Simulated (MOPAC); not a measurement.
MOPAC input (PM7):

```
PM7 1SCF UHF MS=0.5 GEO-OK AUX(PRECISION=9) THREADS=1
C3H6Cl

C     0.83746303 1    0.09481319 1   -0.96445335 1
C     2.06324952 1   -0.14829068 1   -0.16658330 1
C    -0.30755877 1    0.79786484 1   -0.41307968 1
H     0.69344615 1   -0.46401561 1   -1.88145465 1
H     1.94948445 1   -1.04538672 1    0.45855498 1
Cl   -1.31412795 1   -0.35650860 1    0.69872479 1
H     2.93376401 1   -0.31325886 1   -0.80354423 1
H     2.27462115 1    0.68230351 1    0.51113460 1
H    -0.04196665 1    1.61086036 1    0.25712555 1
H    -1.02809680 1    1.12381954 1   -1.15543980 1
```

Problem. What heat of formation does the run end on, and which ionisation energy by Koopmans theorem?

Solution. -0.05 kcal/mol; 9.40 eV.
